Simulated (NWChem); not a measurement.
NaCl; SMILES [Na][Cl]

```xyz
2

Na     0.0000     0.0000    -1.4097
Cl     0.0000     0.0000     0.9285
```
Atoms are numbered in this order, from 1.

All runs use the structure optimised with PBE0/def2-SVP.

 Unshifted, non-relativistic core excitations; the lowest 4 roots alone, so stronger bands may lie above.

Q: List the first Cl K-edge excitations from PBE0/cc-pVTZ, restricted-window TDA (NWChem).

A: 
```tsv
state	energy (eV)	dipole oscillator strength	leading excitation (squared amplitude)
S1	2762.1	0.0005	1s of atom 2 or its equivalents → LUMO (0.98)
S2	2764.0	0.0004	1s of atom 2 or its equivalents → LUMO+1 (0.97)
S3	2764.0	0.0004	1s of atom 2 or its equivalents → LUMO+2 (0.97)
S4	2764.5	0.0000	1s of atom 2 or its equivalents → LUMO+3 (0.92)
```
